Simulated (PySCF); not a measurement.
Compound: 2,2,2-trifluoroethanol, C₂H₃F₃O.
SMILES: `OCC(F)(F)F`

Level of theory: TDDFT CAM-B3LYP/def2-SVPD, vertical, gas phase, core orbitals frozen in the response (PySCF). One conformer (not necessarily the lowest) at the GFN2-xTB geometry, without solvent, vibrations or thermal averaging. Torsions of this conformer, `[OH:1][CH2:2][C:3]([F:4])([F:5])[F:6]`: O1–C2–C3–F4 57°, H–O1–C2–C3 -59°.

| state | E (eV) | ν̃ (cm⁻¹) | f | \|μ\| (D) | main configurations (H = HOMO, L = LUMO) |
| --- | --- | --- | --- | --- | --- |
| S1 | 7.70 | 62100 | 0.0063 | 0.46 | H→L (89%) |
| S2 | 9.08 | 73260 | 0.028 | 0.90 | H→L+1 (78%), H→L+2 (12%) |
| S3 | 9.28 | 74860 | 0.0093 | 0.51 | H-1→L (89%) |
| S4 | 9.57 | 77220 | 0.020 | 0.75 | H→L+3 (63%), H→L+2 (17%) |
| S5 | 9.86 | 79520 | 0.028 | 0.87 | H→L+2 (45%), H→L+3 (24%) |
| S6 | 10.43 | 84130 | 0.034 | 0.93 | H-1→L+1 (59%), H→L+4 (21%) |
| S7 | 10.48 | 84530 | 0.0090 | 0.48 | H→L+4 (35%), H→L+5 (22%), H-1→L+1 (14%) |
| S8 | 10.57 | 85240 | 0.025 | 0.79 | H→L+5 (44%), H→L+2 (15%), H-1→L+1 (12%) |

Triplets, Tamm–Dancoff:

```json
{"state": "T1", "E (eV)": "7.31", "λ (nm)": "169.7", "main configurations (H = HOMO, L = LUMO)": "H→L (82%), H→L+1 (10%)"}
{"state": "T2", "E (eV)": "8.85", "λ (nm)": "140.1", "main configurations (H = HOMO, L = LUMO)": "H→L+1 (51%), H-1→L (24%)"}
{"state": "T3", "E (eV)": "8.90", "λ (nm)": "139.2", "main configurations (H = HOMO, L = LUMO)": "H-1→L (58%), H→L+1 (20%)"}
```

The lowest singlet comes at 161 nm (743 kJ/mol) in the vacuum ultraviolet; it is weak; its leading configuration is HOMO→LUMO (89%). The strongest level in the table is S6 at 10.43 eV (119 nm, f = 0.034). Löwdin shares by element: HOMO oxygen 64%, carbon 20%, hydrogen 7% or more; LUMO oxygen 26%, carbon 19% or more, hydrogen 17% or more, fluorine 11% or more (atoms not listed hold the other 28%). Of the 8 states listed, 5 reach f = 0.01 and none stays under 0.0005. The listed states span 2.87 eV, and the widest gap between neighbours is 1.38 eV (S1 to S2). Orbital energies (eV): HOMO-3 -13.72, HOMO-2 -13.66, HOMO-1 -11.95, HOMO -10.53, LUMO 0.94, LUMO+1 1.67, LUMO+2 2.26. Only the lowest 8 singlets were computed, as vertical energies without vibronic structure.
